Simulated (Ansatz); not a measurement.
Strength of the N–N bond: C2H8N2 → 2 CH4N

Species: C2H8N2 (1,2-dimethylhydrazine) `CNNC`, singlet; CH4N (methyl amino radical) `C[NH]`, doublet. 

Shapes, held fixed at every level: PBE0-D4/def2-TZVP. Flexible molecules stand in one conformer, not always the lowest. Programs: Ansatz 0.2.0. The zero-point and thermal change to 298 K, harmonic and unscaled (PBE0-D4/def2-TZVP), is -25.2 kJ/mol.

```json
{"level": "PBE-D4/def2-TZVPP", "kind": "GGA", "ΔH(298 K) (kJ/mol)": "+252.2", "less CCSD(T)/CBS estimate": "-5.5", "CPU time (sum over the molecules)": "7 s"}
{"level": "r2SCAN-D4/def2-TZVPP", "kind": "meta-GGA", "ΔH(298 K) (kJ/mol)": "+217.9", "less CCSD(T)/CBS estimate": "-39.8", "CPU time (sum over the molecules)": "11 s"}
{"level": "BHLYP-D4/def2-TZVPP", "kind": "global hybrid", "ΔH(298 K) (kJ/mol)": "+211.3", "less CCSD(T)/CBS estimate": "-46.4", "CPU time (sum over the molecules)": "7 s"}
{"level": "wB97M-V/def2-TZVPP", "kind": "range-separated hybrid", "ΔH(298 K) (kJ/mol)": "+254.0", "less CCSD(T)/CBS estimate": "-3.7", "CPU time (sum over the molecules)": "23 s"}
{"level": "MP2/def2-TZVPP", "kind": "perturbation theory", "ΔH(298 K) (kJ/mol)": "+282.1", "less CCSD(T)/CBS estimate": "+24.4", "CPU time (sum over the molecules)": "–"}
{"level": "CCSD/def2-TZVPP", "kind": "coupled cluster or CI", "ΔH(298 K) (kJ/mol)": "+228.8", "less CCSD(T)/CBS estimate": "-28.9", "CPU time (sum over the molecules)": "–"}
{"level": "CCSD(T)/CBS estimate", "kind": "coupled cluster or CI", "ΔH(298 K) (kJ/mol)": "+257.7", "less CCSD(T)/CBS estimate": "0.0", "CPU time (sum over the molecules)": "3 min"}
```

The highest level, CCSD(T)/CBS estimate, gives ΔH(298 K) = +257.7 kJ/mol; the levels span +211.3 to +282.1. The column of differences is taken from that level and isn't an error. No measured value is set beside it here. Open shells run unrestricted unless RO is named. The CBS estimate extrapolates MP2 from def2-TZVPP and def2-QZVPP and adds CCSD(T) − MP2 in the triple-zeta set, cores frozen. Times are processor times on shared x86 and Arm servers, and rough.
